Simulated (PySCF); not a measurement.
nitrogen (N2), SMILES N#N.

Coordinates come from a PBE0-D3(BJ)/def2-TZVPD optimisation.

Two levels are set side by side: PBE/def2-TZVPD (PySCF) and r2SCAN/def2-TZVPD (PySCF). Same geometry, gas phase. Differences are taken from unrounded values.

| quantity | PBE |
|---|---|
| orbital gap (eV) | 8.44 |
| highest occupied level (eV) | -10.26 |
| lowest empty level (eV) | -1.81 |
| mean polarisability (bohr³) | 11.9 |

Task: These are the PBE values. What does r2SCAN give? (The exact figures need the calculation; the answer reports its results.)

Result: 
```json
[
 {"quantity": "orbital gap (eV)", "r2SCAN": "9.22", "PBE minus r2SCAN": "-0.77"},
 {"quantity": "highest occupied level (eV)", "r2SCAN": "-10.74", "PBE minus r2SCAN": "0.48"},
 {"quantity": "lowest empty level (eV)", "r2SCAN": "-1.52", "PBE minus r2SCAN": "-0.29"},
 {"quantity": "mean polarisability (bohr³)", "r2SCAN": "11.6", "PBE minus r2SCAN": "0.3"}
]
```

Rough cost on one machine, each run with all the roots and properties that it gave: r2SCAN against PBE about 3 times.
